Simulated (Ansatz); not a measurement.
Process, species as SMILES: C1=CC1 → 3 C atom + 4 H atom
B3LYP-D3(BJ)/def2-TZVP geometries, fixed; electronic energies without zero-point terms.
Largest species:
```xyz
7

C     -0.0054     0.0051     0.8609
C     -0.0002    -0.6463    -0.4958
C      0.0065     0.6404    -0.5035
H      0.9023     0.0040     1.4624
H     -0.9206     0.0134     1.4509
H     -0.0016    -1.5779    -1.0322
H      0.0147     1.5655    -1.0509
```

Basis-set convergence of the atomisation energy at PBE0 with Ansatz (a program for electronic structure). All functions are spherical. The program fits the integrals of some runs and decomposes those of others, by size. Open shells are unrestricted. No added dispersion term, no relativity. Functions are those of the species that has most. Reference: the value in def2-QZVPPD, 688.87 kcal/mol, itself unsure by roughly 0.39 kcal/mol (its mean distance from pcseg-3, def2-QZVPP, cc-pVQZ). Deviations are taken from unrounded values.

```json
[
 {"basis": "cc-pVDZ", "functions": "62"},
 {"basis": "def2-SVPD", "functions": "92"},
 {"basis": "aug-cc-pVDZ", "functions": "105"},
 {"basis": "cc-pVTZ", "functions": "146"},
 {"basis": "def2-TZVPD", "functions": "147"},
 {"basis": "jun-cc-pV(T+d)Z", "functions": "173"},
 {"basis": "def2-TZVPPD", "functions": "179"},
 {"basis": "aug-cc-pVTZ", "functions": "230"},
 {"basis": "cc-pVQZ", "functions": "285"},
 {"basis": "def2-QZVPPD", "functions": "321"}
]
```

Problem. Which is the smallest set listed that can be trusted to 2 kcal/mol here, that is, within that of the reference together with its larger relatives (same family, alike in diffuse functions; a set with none to test it counts only in the reference's own line)?

Solution. The smallest set listed that lies within 2 kcal/mol of the reference with all its larger relatives (same family, alike in diffuse functions; a set with none counts only in the reference's own line) is cc-pVTZ (146 functions, -0.35 kcal/mol off). Value minus reference: cc-pVDZ -9.67, def2-SVPD 8.26, aug-cc-pVDZ -10.55, cc-pVTZ -0.35, def2-TZVPD -0.77, jun-cc-pV(T+d)Z -0.87, def2-TZVPPD 0.00, aug-cc-pVTZ -0.87, cc-pVQZ 0.63, def2-QZVPPD 0.00 kcal/mol.
